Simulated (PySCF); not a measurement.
Molecule: `C[S-]`, [CH₃S]-.

Cartesian coordinates in Å; atom numbers follow the order of the lines, from 1:
```xyz
5

C    -0.0875   -0.0043   -0.0088
S     1.7204    0.1034    0.0302
H    -0.4843   -0.6477   -0.8285
H    -0.5355   -0.4238    0.9221
H    -0.5958    0.9781   -0.1494
```

Total charge -1.

Geometry PBE0-D3(BJ)/def2-SVP throughout; GIAO in PySCF, gas phase, one conformer, non-relativistic; equivalent atoms averaged; basis pcSseg-2.

Q: How do the absolute shieldings σ depend on the functional? (ppm; last column core-seconds on shared hosts with different chips, so compare them loosely; the GGAs took longer than the global hybrids here, which isn't the general rule, and the cause wasn't traced)

A: 
```
functional                    kind     C1     S2  H3/H4/H5  core-s
        HF            Hartree–Fock  172.7  740.8     29.89       2
       LDA                     LDA  155.5  670.1     27.70     5.2
       PBE                     GGA  152.8  658.4     28.14     6.9
      BLYP                     GGA  146.4  613.4     28.20     6.9
      BP86                     GGA  152.9  670.3     28.30     6.7
      OPBE                     GGA  157.8  688.3     28.35     6.9
       KT2                     GGA  157.2  671.7     28.21     6.7
       KT3                     GGA  154.2  647.0     28.37     4.5
     B97-D                     GGA  151.6  654.3     28.41     6.6
     B3LYP           global hybrid  153.7  657.8     28.70     4.3
      PBE0           global hybrid  160.7  702.6     28.75     4.2
  mPW1PW91           global hybrid  159.9  700.1     28.83     4.3
      WP04           global hybrid  145.3  645.6     29.43     2.3
     B97-2           global hybrid  159.0  697.1     28.84     2.1
 BHandHLYP           global hybrid  162.1  695.2     29.22     2.1
 CAM-B3LYP  range-separated hybrid  160.8  685.6     29.01     2.8
   wB97X-D  range-separated hybrid  163.1  714.4     29.16     2.8
   LC-wPBE  range-separated hybrid  170.6  743.4     29.46     4.2
```

Q: Which nucleus moves most, in ppm?

A: S2 (sulfur bonded to C): from 613.4 ppm with BLYP to 743.4 ppm with LC-wPBE. The smallest spread is 2.19 ppm, at H3/H4/H5. Proton shifts span only some 12 ppm, so a few tenths of a ppm matter as much there as several ppm in carbon.
